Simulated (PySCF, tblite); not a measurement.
# C₃H₈NS radical: geometry, infrared bands and EPR parameters

Wanted: the infrared bands and EPR parameters of C₃H₈NS radical (`CC[C@H](N)[S]`), by calculation.

Programs: tblite 0.8.0 and PySCF 2.14.0, with density-fitted response routines of our own. Each step states its level of theory. These are calculated values for one molecule in the gas phase, unless marked as measured. Atoms are numbered from 0 throughout.

## 1. Starting geometry

13 atoms, charge 0, multiplicity 2; geometry from: force field or distance geometry start.

Bonds of the start (Å): C0–C1 1.54, C1–C2 1.53, C2–N3 1.44, C2–S4 1.81, C0–H5 1.09, C0–H6 1.09, C0–H7 1.10, C1–H8 1.09, C1–H9 1.09, C2–H10 1.09, N3–H11 1.02, N3–H12 1.03.

## 2. Optimising the geometry with GFN2-xTB

The job: settings as JSON, then the geometry in Å.

```
{"job": {"kind": "relax", "xc": "GFN2-xTB", "basis": "xTB"}, "charge": 0, "multiplicity": 2}
C      1.556100    -0.535300    -0.170000
C      0.423000     0.411700    -0.614900
C     -0.667700     0.528400     0.453300
N     -1.400900    -0.704800     0.622700
S     -2.023900     1.582000    -0.120700
H      2.333000    -0.552000    -0.928800
H      1.184200    -1.553200    -0.043700
H      1.997700    -0.196300     0.779300
H      0.873300     1.390900    -0.799800
H      0.027500     0.048400    -1.561300
H     -0.241000     0.836700     1.404000
H     -1.875000    -0.833200    -0.266700
H     -2.190700    -0.422800     1.228700
```

Run with:

```sh
OMP_NUM_THREADS=1 python probes_run.py task.json out
```

The driver reads the jobs from task.json and runs them one after another.

What it wrote:

```text
step      E/eV     max force
  0    -452.03735    1.087
  1    -452.09603    0.829
  2    -452.15492    0.699
  3    -452.20528    0.687
  4    -452.24919    0.689
  5    -452.28724    0.513
  6    -452.31550    0.436
  7    -452.33155    0.331
  8    -452.34178    0.295
  9    -452.34951    0.252
 10    -452.35286    0.126
 11    -452.35446    0.113
 12    -452.35589    0.099
 13    -452.35730    0.104
 14    -452.35827    0.075
 15    -452.35886    0.067
 16    -452.35936    0.072
 17    -452.35993    0.075
 18    -452.36054    0.069
 19    -452.36108    0.057
 20    -452.36156    0.057
 21    -452.36202    0.067
 22    -452.36243    0.069
 23    -452.36278    0.055
 24    -452.36311    0.053
 25    -452.36344    0.047
 26    -452.36374    0.051
 27    -452.36394    0.045
 28    -452.36406    0.027
 29    -452.36415    0.029
 30    -452.36423    0.038
 31    -452.36430    0.028
 32    -452.36434    0.020
 33    -452.36438    0.021
 34    -452.36441    0.021
 35    -452.36445    0.024
 36    -452.36449    0.019
 37    -452.36455    0.024
 38    -452.36462    0.027
 39    -452.36472    0.027
 40    -452.36481    0.026
 41    -452.36490    0.022
 42    -452.36499    0.023
 43    -452.36506    0.021
 44    -452.36512    0.015
 45    -452.36514    0.013
 46    -452.36516    0.012
 47    -452.36518    0.012
 48    -452.36519    0.009
```

It took 0.18 s on 1 thread of Arm Neoverse V2, shared host.

Along the way: (not every step is listed)

```csv
step,energy from step 0 (eV),largest force (eV/Å)
0,0.0000,1.0869
1,-0.0587,0.8288
2,-0.1176,0.6992
3,-0.1679,0.6872
4,-0.2118,0.6893
5,-0.2499,0.5129
6,-0.2781,0.4361
7,-0.2942,0.3306
8,-0.3044,0.2948
11,-0.3171,0.1134
14,-0.3209,0.0753
17,-0.3226,0.0747
20,-0.3242,0.0573
23,-0.3254,0.0546
26,-0.3264,0.0508
29,-0.3268,0.0288
32,-0.3270,0.0202
35,-0.3271,0.0242
38,-0.3273,0.0267
41,-0.3275,0.0220
43,-0.3277,0.0206
44,-0.3278,0.0154
45,-0.3278,0.0130
46,-0.3278,0.0120
47,-0.3278,0.0118
48,-0.3278,0.0093
```

Close pairs (by a distance rule), those that changed most:

```csv
bond,before (Å),after (Å),change (Å)
C2–S4,1.811,1.848,+0.037
N3–H12,1.035,1.012,-0.022
C2–N3,1.445,1.425,-0.020
C0–C1,1.542,1.524,-0.019
C0–H7,1.101,1.087,-0.013
C2–H10,1.087,1.094,+0.007
C1–C2,1.531,1.525,-0.006
C0–H6,1.091,1.086,-0.005
```

The final coordinates are the input of the step that follows.

## 3. Infrared spectrum with GFN2-xTB

The job: settings as JSON, then the geometry in Å.

```
{"job": {"kind": "ir", "xc": "GFN2-xTB", "basis": "xTB"}, "charge": 0, "multiplicity": 2}
C      1.504218    -0.532558    -0.153492
C      0.423611     0.431609    -0.627059
C     -0.696784     0.546035     0.400869
N     -1.368712    -0.697508     0.582396
S     -1.874965     1.871827    -0.116960
H      2.272016    -0.637601    -0.915662
H      1.073008    -1.508673     0.050272
H      1.968799    -0.164405     0.757922
H      0.850460     1.421791    -0.794723
H     -0.000211     0.082785    -1.571529
H     -0.296816     0.876103     1.364024
H     -1.768177    -1.040194    -0.283984
H     -2.090836    -0.648726     1.290198
```

What it wrote:

```text
mode    cm-1     km/mol
  1      97.1      0.27
  2     193.2      0.71
  3     219.4      0.51
  4     269.5      2.88
  5     295.3     38.51
  6     362.0      2.77
  7     428.4      1.38
  8     680.6      0.11
  9     813.9     20.24
 10     874.5    399.42
 11     897.1      9.94
 12    1010.7      2.63
 13    1031.7     17.98
 14    1081.5      0.94
 15    1138.6     20.95
 16    1157.8      3.33
 17    1210.1      2.11
 18    1263.2      0.77
 19    1298.5      6.56
 20    1335.2      1.99
 21    1407.4      2.88
 22    1479.4      0.50
 23    1490.9      4.98
 24    1500.5      3.59
 25    1535.6     33.73
 26    2930.2     11.97
 27    2975.5     28.28
 28    2992.4     16.42
 29    3041.2     38.11
 30    3043.4     26.42
 31    3055.3     17.00
 32    3403.3      1.13
 33    3440.9      0.20
```

Run time: 0.23 s. Hardware: 1 thread of Arm Neoverse V2, shared host.

Which atoms move in the most intense modes:

```csv
cm⁻¹,km/mol,atoms
295,38.5,"H12 45 %, H11 40 %"
814,20.2,"H8 24 %, H9 21 %, H6 16 %, H7 13 %"
874,399.4,"H11 35 %, H12 31 %, N3 24 %"
1139,20.9,"H10 35 %, C2 17 %, C1 11 %"
1536,33.7,"H11 46 %, H12 43 %"
2976,28.3,H9 82 %
3041,38.1,"H7 66 %, H5 24 %"
3043,26.4,"H5 69 %, H7 26 %"
```

## 4. g tensor and hyperfine couplings: B3LYP/pcH-1

Settings changed since step 3:

```diff
@@ -1,2 +1,2 @@
-{"job": {"kind": "ir", "xc": "GFN2-xTB", "basis": "xTB"}, "charge": 0, "multiplicity": 2}
+{"job": {"kind": "epr", "basis": "pcH-1"}, "charge": 0, "multiplicity": 2}
 C      1.504218    -0.532558    -0.153492
```

With the program's defaults for keys left out, this is: UKS B3LYP, pcH-1 on C H N S, non-relativistic, mean-field spin-orbit, GIAO.

What it wrote:

```text
UKS, coarse grid
  cycle   1  E = -572.01714424  |g| = 2.94e-01
  cycle   2  E = -572.01681528  |g| = 3.04e-01
  cycle   3  E = -572.06412776  |g| = 4.44e-02
  cycle   4  E = -572.06494217  |g| = 2.42e-02
  cycle   5  E = -572.06519818  |g| = 7.85e-03
  cycle   6  E = -572.06525426  |g| = 7.68e-03
  cycle   7  E = -572.06529246  |g| = 2.25e-03
  cycle   8  E = -572.06530599  |g| = 9.31e-04
  cycle   9  E = -572.06530898  |g| = 5.96e-04
UKS, final grid
  cycle   1  E = -572.06525284  |g| = 7.13e-04
  cycle   2  E = -572.06525478  |g| = 9.64e-04
  cycle   3  E = -572.06525597  |g| = 4.13e-04
  cycle   4  E = -572.06525801  |g| = 4.24e-04
  cycle   5  E = -572.06527133  |g| = 3.14e-04
  cycle   6  E = -572.06527834  |g| = 2.66e-04
  cycle   7  E = -572.06528104  |g| = 1.98e-04
  cycle   8  E = -572.06528536  |g| = 1.51e-04
  cycle   9  E = -572.06528576  |g| = 7.07e-05
  cycle  10  E = -572.06528577  |g| = 6.35e-05
  cycle  11  E = -572.06528579  |g| = 3.50e-05
  cycle  12  E = -572.06528579  |g| = 5.44e-06
E = -572.06528579 Eh   <S^2> = 0.7530 (exact 0.7500)
g shifts (ppm)      1          2          3
  rmc          -228       -228       -228
  gc             -2         59         40
  oz_so        -135      16723     529236
  total        -340      16555     529080
hyperfine (MHz)  atom isotope    a_iso     a_fc   dipolar eigenvalues
    0   13C       4.91       4.91     -0.68     -0.64      1.32
    1   13C       7.13       7.13     -1.80     -1.22      3.02
    2   13C     -15.29     -15.29     -1.46     -0.47      1.93
    3   14N      -1.28      -1.28     -6.66     -6.55     13.20
    4   33S      11.53      11.53    -84.24    -83.04    167.28
    5    1H       2.16       2.16     -0.81     -0.57      1.38
    6    1H      -0.29      -0.29     -1.49     -0.50      1.99
    7    1H      -0.25      -0.25     -0.95     -0.79      1.74
    8    1H       4.35       4.35     -4.11     -1.59      5.70
    9    1H      -0.79      -0.79     -2.34     -1.88      4.22
   10    1H       0.43       0.43     -4.73     -1.84      6.57
   11    1H      -5.37      -5.37     -9.15     -1.15     10.30
   12    1H      -4.93      -4.93     -9.74     -0.82     10.57
```

It took 39 s on 1 thread of Arm Neoverse V2, shared host; peak memory 0.76 GiB.

Principal g values 2.00198, 2.01887, 2.53140; g(iso) = 2.18408, against 2.00232 for a free electron. They are not to be trusted: the run shows a large g shift, which the driver flags as unsure.

Hyperfine couplings; where a row names several nuclei, a(iso) is their mean (it holds for fast rotation or exchange) and the dipolar term the largest among them:

```csv
nuclei,isotope,a(iso) (MHz),"a(iso) (G, at g = 2.0023)",largest dipolar term (MHz)
C2,13C,-15.3,-5.5,1.9
S4,33S,11.5,4.1,167.3
C1,13C,7.1,2.5,3.0
"H11, H12",1H,-5.2,-1.8,10.6
C0,13C,4.9,1.8,1.3
H8,1H,4.4,1.6,5.7
N3,14N,-1.3,-0.5,13.2
H9,1H,-0.8,-0.3,4.2
"H5, H6, H7",1H,0.5,0.2,2.0
H10,1H,0.4,0.2,6.6
```

Mulliken spin populations:

C0 0.00; C1 0.00; C2 -0.03; N3 0.10; S4 0.92; H5 0.00; H6 0.00; H7 0.00; H8 0.00; H9 0.00; H10 0.00; H11 0.00; H12 0.00

The fields below are evaluated on a grid from the run's orbitals.

ELF in a plane through or near 7 of the atoms.

Ten even steps from '0' (0.00) to '9' (1.00):
```
0000000000000000000000000000
0000000000000000000000000000
0000000000000000000000000000
0000000000000000000000000000
0000000014740004531000000000
0000000169995028875566200000
0000000169997039988999700000
0000023358996028827999700000
0000378752363016847887100000
0001599962276345786421000000
0001489974786792243100000000
0000156532662795376555421000
0000001001688655685368752000
0000000004999721463717863000
0000000017999711462528853000
0000000015999201478887631000
0000000000342001357765310000
0000000000000000123321000000
0000000000000000000000000000
0000000000000000000000000000
```
The map spans 10.2 Å across and 8.6 Å up, centred on the molecule. Atoms in the plane (x, y in Å): C0 (-1.6, 0.4), C2 (0.8, -0.3), N3 (1.4, 0.9), S4 (2.0, -1.7), H6 (-1.2, 1.4), H8 (-0.8, -1.7), H12 (2.2, 1.2).

On the surface of density 0.002 e/bohr³ the electrostatic potential runs, from the 1st to the 99th percentile, from -1.08 V near S4 to 1.70 V near H12.

The spin density lies nearest to S4 82 %; N3 9 %.

## 5. Summary of results

| quantity | value |
| --- | --- |
| strongest single infrared mode (GFN2-xTB) | 874 cm⁻¹, 399 km/mol |
| zero-point energy (GFN2-xTB) | 68.6 kcal/mol |
| g(iso) (B3LYP) | 2.18408 |
| ⟨S²⟩ | 0.753 (exact 0.75) |
| largest a(iso) (averaged by class) | 13C on C2, -15.3 MHz |
| surface potential, 1st and 99th percentile | -1.08 V and 1.70 V |
| property runs in this session | 1, of which 0 failed and 1 gave unsound results |

What this shows: Over 48 steps the energy fell by 0.328 eV; of the close pairs, C2–S4 changed most, 1.811 to 1.848 Å. All 33 modes are real, so the xTB geometry is a minimum. The strongest single mode, at 874 cm⁻¹, is spread over several atoms, H11, H12, N3 among them. Unscaled tight-binding wavenumbers are off by several per cent, some by more. Its intensities can rank the bands wrongly. Most of the unpaired spin sits on S4 (0.92 e). The isotropic g lies 181.8 ppt above the free-electron value. These values are not to be trusted: the run shows a large g shift, which the driver flags as unsure.
